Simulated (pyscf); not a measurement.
`[PH2][PH2]` + `[OH2]` → `[OH][PH2]` + `[PH3]`, a four-centre exchange (singlet surface; P–P, H–O broken, O–P, H–P formed). PySCF, gas phase, ωB97X-D3(BJ)/def2-SVP geometries. MP2 and CC: frozen core, UHF for open shells. ΔMP2 is the change of the MP2 total energy from the triple- to the quadruple-zeta basis. Energies in kJ/mol from the separated reactants.

Small-basis levels: PySCF, no dispersion term, spherical d functions. 

**Question.** Quick B3LYP/6-31G* single points give ΔE‡ = 219.5 kJ/mol and ΔE = +3.3 kJ/mol. What does CCSD(T)/def2-TZVPP + ΔMP2(QZVPP) give, and how far is the quick result from it?

**Answer.** CCSD(T)/def2-TZVPP + ΔMP2(QZVPP) gives ΔE‡ = 246.9 kJ/mol and ΔE = +21.6 kJ/mol. B3LYP/6-31G* lies 27.4 kJ/mol under it in the barrier and 18.3 kJ/mol under it in the reaction energy, so on this step it does not hold to within 12.6 kJ/mol. CCSD(T)/def2-TZVPP + ΔMP2(QZVPP) has limits of its own. One saddle was located; it need not be the lowest between these sides. The CCSD(T) − MP2 part came from Ansatz, without density fitting, on the same reference.
